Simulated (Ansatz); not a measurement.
Born–Oppenheimer molecular dynamics of FHMgS (4 atoms, charge 0, multiplicity 1). It goes on from the last frame of an earlier run, with new velocities.

All numbers below come from RKS revPBE-D4/def2-SVP (Ansatz 0.2.0).

| Quantity | Value |
| --- | --- |
| ensemble | NVT, Langevin thermostat |
| time step | 1 fs |
| steps asked | 166 |
| set temperature | 400 K |
| friction | 0.5 /fs |
| seed | 938549 |

First frame:

```xyz
4
Properties=species:S:1:pos:R:3
F -1.073 0.404 2.185
Mg -0.642 0.195 0.501
S 0.341 -0.031 -1.571
H 1.614 -0.160 -1.275
```

(1) How far do the bonds stretch over the last three quarters of this one trajectory? (Pairs bonded in most of those frames.)

Answers

(1) 
```csv
bond,mean (Å),spread (Å),shortest,longest
F1–Mg2,1.823,0.030,1.77,1.88
Mg2–S3,2.300,0.014,2.27,2.33
S3–H4,1.385,0.047,1.27,1.49
```

Mean temperature of the second half: 416 K. A run of 0.17 ps of so small a system gives no equilibrium averages. The friction is so strong that the motion is overdamped, so the time scale means little.

The run took 82 s on 1 thread of Intel(R) Xeon(R) Platinum 8488C (Sapphire Rapids), on a shared host, peak memory 0.13 GiB.
